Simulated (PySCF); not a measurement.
Gas-phase reaction: CH + 3 H = CH4

Method: PySCF energies (xtb for GFN2) plus ideal-gas RRHO corrections (1 bar). Table values come from the NASA 1993 polynomials. † marks an energy on the PBE0/def2-TZVP geometry and frequencies; other levels use their own. Open shells (unrestricted): CH (multiplicity 2), H (multiplicity 2); the rest are closed-shell singlets. GFN2 has no spin-polarisation term. Spin-orbit splitting is ignored; it lowers the true energy and changes the entropy of CH. B3LYP is the form with VWN-RPA correlation. For this reaction the table lies outside the span of B3LYP, M06-2X, PBE0, r2SCAN, ωB97M-V, ωB97X-V in their largest bases here; which side is off was not settled. The table's entry may be an old estimate for CH (not checked at source). Warning, spin contamination: CH (B3LYP/def2-TZVP†, PBE0/def2-TZVP, r2SCAN/def2-TZVP†, ωB97X-V/def2-TZVP†).

| level | ΔH°(298 K), kJ |
|---|---|
| table | -1325.9 |
| B3LYP/def2-TZVP† | -1318.6 |
| GFN2-xTB | ? |
| PBE0/def2-TZVP | ? |
| r2SCAN/def2-TZVP† | ? |
| ωB97X-V/def2-TZVP† | -1317.7 |

### Question
Fill in the missing entries.

### Answer

- GFN2-xTB, ΔH°(298 K), kJ: -1527.8
- PBE0/def2-TZVP, ΔH°(298 K), kJ: -1315.1
- r2SCAN/def2-TZVP†, ΔH°(298 K), kJ: -1321.7
